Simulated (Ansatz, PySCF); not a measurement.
Gas-phase enthalpy of formation at 298 K, by the atomisation route, of C=C=O (SMILES; C2H2O). Each molecule is optimised on its own at B3LYP-D3(BJ)/def2-TZVP (Ansatz, an electronic-structure program). Valence correlation only, unless marked. Open shells are spin-unrestricted. Spin-orbit coupling is left out. No relativistic terms. CBS marks a two-point X^-3 extrapolation of the correlation energy; Hartree-Fock from the larger set. Thermal terms are rigid-rotor harmonic-oscillator values from B3LYP-D3(BJ) frequencies (PySCF) at 298.15 K and 1 atm. 1 Eh = 627.5095 kcal/mol.

| species | count | E, CCSD(T)/CBS(cc-pVTZ,cc-pVQZ) (Ansatz) (Eh) | E, PBE/def2-TZVPD (Ansatz) (Eh) | measured ΔHf at 0 K (kcal/mol) | H(298) - H(0) of the element (kcal/mol) |
|---|---|---|---|---|---|
| C=C=O | 1 | -152.42862 | -152.49047 | - | - |
| C atom | 2 | -37.78949 | -37.79605 | 169.98 | 0.25 |
| H atom | 2 | -0.49995 | -0.49962 | 51.63 | 1.01 |
| O atom | 1 | -75.00383 | -75.01069 | 58.99 | 1.04 |

Molecule: zero-point energy 19.80, H(298) - H(0) 2.80 kcal/mol. The route leaves out scalar relativity and anharmonic zero-point terms, the atoms' spin-orbit terms, and in the frozen-core level the core correlation. Atomic data: G2/97 table in ASE.

Work out De, D0 and ΔHf at 0 and 298 K at both levels, and their errors against the measured value.


The atoms' values sum to 502.21 (0 K) and 3.56 (thermal), in kcal/mol.
- CCSD(T)/CBS(cc-pVTZ,cc-pVQZ): De = 530.82; D0 = 530.82 - 19.80 = 511.02; ΔHf(0 K) = 502.21 - 511.02 = -8.81; ΔHf(298 K) = -8.81 + 2.80 - 3.56 = -9.57; error +2.0.
- PBE/def2-TZVPD: De = 557.50; D0 = 557.50 - 19.80 = 537.70; ΔHf(0 K) = 502.21 - 537.70 = -35.49; ΔHf(298 K) = -35.49 + 2.80 - 3.56 = -36.25; error -24.6.
Measured: -11.6 kcal/mol (Active Thermochemical Tables 1.112 (ions: stationary electron), as tabulated in the package chemicals).
